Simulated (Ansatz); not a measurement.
```yaml
crystal:
  periodic: [false, false, false]
  atoms:
    - {symbol: C, position_ang: [-1.575109, -0.189284, -0.003568]}
    - {symbol: Ga, position_ang: [0.300415, 0.020494, 0.000638]}
    - {symbol: H, position_ang: [-2.011680, 0.837883, -0.001608]}
basis:
  gaussian: {orbitals: def2-TZVP}
hamiltonian: {xc: pbe0}
relax: {f_tol: 0.004, max_steps: 80}
```

```sh
$ ansatz run in.yaml --threads 1 --pin off --events-out ev --progress --plain --max-ram 2176MiB
```

Steps of the relaxation (energy above the last step; positions in Å, forces in eV/Å):

```
3
step 1, 71.6 meV
C    -1.575   -0.189   -0.004    0.887    0.457    0.003
Ga    0.300    0.020    0.001   -0.653   -0.249   -0.002
H    -2.012    0.838   -0.002   -0.234   -0.207   -0.001
```

```
3
step 2, 33.4 meV
C    -1.545   -0.160   -0.003    0.311    0.469    0.002
Ga    0.315   -0.003    0.001   -0.250   -0.143   -0.001
H    -2.056    0.833   -0.002   -0.060   -0.326   -0.001
```

```
3
step 3, 6.0 meV
C    -1.497   -0.094   -0.003   -0.449    0.344    0.000
Ga    0.355   -0.050    0.001    0.234   -0.007    0.000
H    -2.144    0.813   -0.002    0.215   -0.337   -0.001
```

```
3
step 4, 1.4 meV
C    -1.496   -0.079   -0.003   -0.221    0.119    0.000
Ga    0.365   -0.058    0.001    0.146   -0.004    0.000
H    -2.156    0.807   -0.002    0.074   -0.116    0.000
```

```
3
step 5, 0.0 meV
C    -1.495   -0.067   -0.003    0.002    0.003    0.000
Ga    0.377   -0.066    0.001    0.002   -0.002    0.000
H    -2.169    0.802   -0.002   -0.004   -0.001    0.000
```

Close pairs at the end: C1–H3 1.100 Å, C1–Ga2 1.873 Å.

A stationary point of restricted PBE0 after 5 steps (its stability towards spin polarisation wasn't tested); no frequencies were run, so it isn't proven a minimum. 31 s on 1 thread of Arm Neoverse N1, shared host.
